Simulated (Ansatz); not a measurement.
The input, for Ansatz 0.2.0:

```yaml
crystal:
  periodic: [false, false, false]
  atoms:
    - {symbol: C, position_ang: [0.000000, 0.039970, 2.541179]}
    - {symbol: Al, position_ang: [0.000000, -0.007874, 0.644798]}
    - {symbol: P, position_ang: [0.000000, -0.053217, -1.505512]}
    - {symbol: H, position_ang: [0.000000, 1.369829, -1.277445]}
basis:
  gaussian: {orbitals: cc-pVDZ}
magnetization: {spin_polarized: true, initial_magnetization: 3}
hamiltonian: {pseudopotentials: {relativity: scalar}}
correlation: {method: ccsd, electrons: outside_noble_gas}
output: {forces: true}
```

```sh
$ ansatz run in.yaml --threads 1 --pin off --events-out ev --progress --plain --max-ram 2393MiB
```

The program prints:

```
552 factors; integrals over basis functions are off by at most 1.2e-3 eV
mean field evaluation 1: about -16925.8293 eV, gradient 9.7e0 eV
mean field evaluation 2: about -16925.8336 eV, gradient 9.7e0 eV
mean field evaluation 4: about -16927.6091 eV, gradient 2.8e0 eV
mean field evaluation 8: about -16927.9154 eV, gradient 1.7e-1 eV
mean field evaluation 16: about -16925.8297 eV, gradient 9.7e0 eV
mean field evaluation 32: about -16926.7117 eV, gradient 2.0e-6 eV
mean field evaluation 64: about -16926.6475 eV, gradient 1.6e0 eV
mean field evaluation 96: about -16926.6879 eV, gradient 8.7e-1 eV
mean field evaluation 128: about -16926.6097 eV, gradient 2.0e-1 eV
mean field evaluation 160: about -16926.7115 eV, gradient 4.9e-2 eV
...
cycle   5  -7.24631907 eV  change   -7.1e-4 eV  update   2.5e-4
cycle   6  -7.24660762 eV  change   -2.9e-4 eV  update   1.4e-4
cycle   7  -7.24646288 eV  change    1.4e-4 eV  update   8.1e-5
cycle   8  -7.24636719 eV  change    9.6e-5 eV  update   3.8e-5
cycle   9  -7.24637118 eV  change   -4.0e-6 eV  update   1.7e-5
cycle  10  -7.24637418 eV  change   -3.0e-6 eV  update   7.3e-6
cycle  11  -7.24637677 eV  change   -2.6e-6 eV  update   3.4e-6
cycle  12  -7.24637526 eV  change    1.5e-6 eV  update   1.8e-6
cycle  13  -7.24637515 eV  change    1.1e-7 eV  update   6.1e-7
cycle  14  -7.24637576 eV  change   -6.0e-7 eV  update   2.9e-7
the calculation of the forces begins
Total energy: -16935.16357747 eV, -622.3557824057 hartree
Relativity: scalar
Atom 0 at     0.000000     0.039970     2.541179 Å, force     0.000000     0.014339     0.577859 eV/Å
Atom 1 at     0.000000    -0.007874     0.644798 Å, force    -0.000000    -0.027660    -0.032183 eV/Å
Atom 2 at     0.000000    -0.053217    -1.505512 Å, force    -0.000000    -0.191996    -0.540747 eV/Å
Atom 3 at     0.000000     1.369829    -1.277445 Å, force     0.000000     0.205317    -0.004930 eV/Å
Dipole moment:     0.000000     0.061020     0.331390 e Å
```

Forces (eV/Å):
```
C    0.000  0.014  0.578
Al   0.000 -0.028 -0.032
P    0.000 -0.192 -0.541
H    0.000  0.205 -0.005
```

Ran on 1 thread of Arm Neoverse V1, shared host: 17 s wall, 0.17 GiB peak host memory.
